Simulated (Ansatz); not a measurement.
# PH2 (SMILES [PH2]) at U-revPBE/3-21G

Aim: the energy change on altering one bond length of PH2 at U-revPBE/3-21G, from 2 runs. 

The calculation is run with Ansatz 0.2.0.

46 further runs of the same task are left out: 46 set aside as unsound or not needed.

## (1) Starting point

PH2 has 3 atoms, charge 0, and is taken as a doublet. SMILES: `[PH2]`. Geometry: relaxed at GFN2-xTB.

Bond lengths: P1–H2 1.392 Å, P1–H3 1.392 Å. Angles: H2–P1–H3 91.4°.

## (2) The energy at U-revPBE/3-21G

Contents of molecule.yaml:

```yaml
crystal:
  periodic: [false, false, false]
  atoms:
    - {symbol: P, position_ang: [0.514470, -0.302750, 0.252680]}
    - {symbol: H, position_ang: [0.111510, 1.027360, 0.172420]}
    - {symbol: H, position_ang: [-0.625980, -0.724620, -0.425100]}
basis:
  gaussian:
    orbitals: 3-21G.json
magnetization:
  spin_polarized: true
  initial_magnetization: 1
hamiltonian:
  xc: {name: revPBE}
accuracy: high
```

The basis set 3-21G is read from a file made from the Basis Set Exchange's data (not shown).

Launch:

```sh
$ ansatz run molecule.yaml --threads 1 --pin off --max-ram 2610MiB --events-out events.jsonl --progress --plain --runs-dir runs
```

Standard output:

```text
Warning: RAYON_NUM_THREADS=1 ignored (pool sized by the plan → 1); use --threads N
Functional definition: revPBE
  name "revPBE"
  parameter kappa = 1.245
  parameter beta = 0.06672455060314922
  exchange = pbe_x(kappa = kappa, mu = beta*pi^2/3)
  correlation = pbe_c(beta = beta)
323 factors; integrals over basis functions are off by at most 2.1e-9 eV
mean field evaluation 1: about -9270.1386 eV, gradient 4.3e0 eV
mean field evaluation 2: about -9270.2223 eV, gradient 3.3e0 eV
mean field evaluation 4: about -9270.2936 eV, gradient 9.9e-2 eV
mean field evaluation 8: about -9270.2814 eV, gradient 2.1e-4 eV
mean field evaluation 16: about -9270.2814 eV, gradient 9.0e-8 eV
mean field -9270.28141252 eV, -340.6765582878 hartree, gradient 9.0e-8 eV, S^2 0.751850; 0 other end points of the search recorded, 0 dependent functions left out
reference -9270.28141464 eV, -340.6765583656 hartree; 9, 8 occupied and 8, 9 virtual orbitals, 323 factors
Total energy: -9270.28141464 eV, -340.6765583656 hartree
```

It took 0.81 s on 1 thread of Arm Neoverse V1, shared host; peak memory 0.096 GiB.

## (3) The distorted shape, same level

Contents of input.yaml:

```yaml
basis:
  gaussian:
    orbitals: 3-21G.json
crystal:
  periodic: [false, false, false]
  atoms:
    - {symbol: P, position_ang: [0.799546, -0.197296, 0.422103]}
    - {symbol: H, position_ang: [0.396586, 1.132814, 0.341843]}
    - {symbol: H, position_ang: [-0.625980, -0.724620, -0.425100]}
hamiltonian:
  xc: {name: revPBE}
magnetization:
  spin_polarized: true
  initial_magnetization: 1
accuracy: high
```

The basis set 3-21G is read from a file made from the Basis Set Exchange's data (not shown).

Launch:

```sh
$ ansatz run input.yaml --threads 1 --pin off --max-ram 2610MiB --events-out events.jsonl --progress --plain --runs-dir runs
```

Standard output, shortened:

```text
Warning: RAYON_NUM_THREADS=1 ignored (pool sized by the plan → 1); use --threads N
[... 6 set-up lines as earlier in the session ...]
322 factors; integrals over basis functions are off by at most 2.2e-9 eV
mean field evaluation 1: about -9269.8398 eV, gradient 3.5e0 eV
mean field evaluation 2: about -9269.8475 eV, gradient 3.5e0 eV
mean field evaluation 4: about -9269.9469 eV, gradient 1.5e-1 eV
mean field evaluation 8: about -9269.9366 eV, gradient 3.7e-3 eV
mean field evaluation 16: about -9269.9366 eV, gradient 1.2e-7 eV
mean field -9269.93659413 eV, -340.6638864454 hartree, gradient 9.9e-9 eV, S^2 0.753296; 0 other end points of the search recorded, 0 dependent functions left out
reference -9269.93659627 eV, -340.6638865242 hartree; 9, 8 occupied and 8, 9 virtual orbitals, 322 factors
Total energy: -9269.93659627 eV, -340.6638865242 hartree
```

Wall time 0.89 s (1 thread of Arm Neoverse V1, shared host); peak memory 0.096 GiB.

## (4) Summary of results

Level: U-revPBE/3-21G.

```
                                                         quantity          value
                                        first shape: total energy  -340.67656 Eh
                                                first shape: ⟨S²⟩          0.752
                                    distorted shape: total energy  -340.66389 Eh
                                            distorted shape: ⟨S²⟩          0.753
energy change with the P1–H3 bond stretched from 1.392 to 1.740 Å       0.345 eV
```

With the P1–H3 bond stretched from 1.392 to 1.740 Å the energy rises by 0.34 eV (33.3 kJ/mol). The first shape isn't relaxed at this level, so the change isn't measured from a minimum.
